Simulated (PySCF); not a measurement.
Method: r2SCAN-D4/def2-TZVP // r2SCAN-D4/def2-SVP in PySCF. Isolated molecules, 0 K electronic values unless said otherwise. 

Reference species (SMILES): `[OH]` (neutral, multiplicity 2).

The highest occupied spin orbital is -7.57 eV.

Changed species: `[CH3]` (free radical CH3; the reference has free radical OH).

**Question.** What does the change do to the highest occupied spin orbital?

**Answer.** the highest occupied spin orbital rises by 1.69 eV, to -5.88 eV.
